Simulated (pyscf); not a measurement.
Single points on ωB97X-D3(BJ)/def2-SVP structures (PySCF, gas phase).

SMILES: [O]=[In][PH2]
```xyz
5

O      2.5037     2.2610    -0.1525
In     1.2275     0.9971    -0.5389
P     -0.4565    -0.6893    -1.0735
H     -1.4975     0.1400    -0.5619
H     -0.2396    -1.3433     0.1754
```

### Question
How much does it cost (ΔH, 298 K, ωB97M-D3(BJ)/def2-TZVP) to split O=In–PH₂ at its In–P bond into [O=In]• + PH₂•?

### Answer
In–P to [O=In]• + PH₂•: 182.0 kJ/mol. The 7 functionals that were run give +169.2 (B3LYP-D3(BJ)) to +214.5 kJ/mol (ωB97X-D3(BJ)). The radicals are drawn with the spin at the cut bond; how far it spreads was not checked. O=In–PH₂ lies 94.2 kJ/mol over its isomer HO–In=PH, and others may lie lower still (electronic energy, ωB97M-D3(BJ)). The term symbol of open-shell O=In was not checked; spin-orbit terms are left out. Elements past Kr carry the def2 core potentials, without spin-orbit coupling.
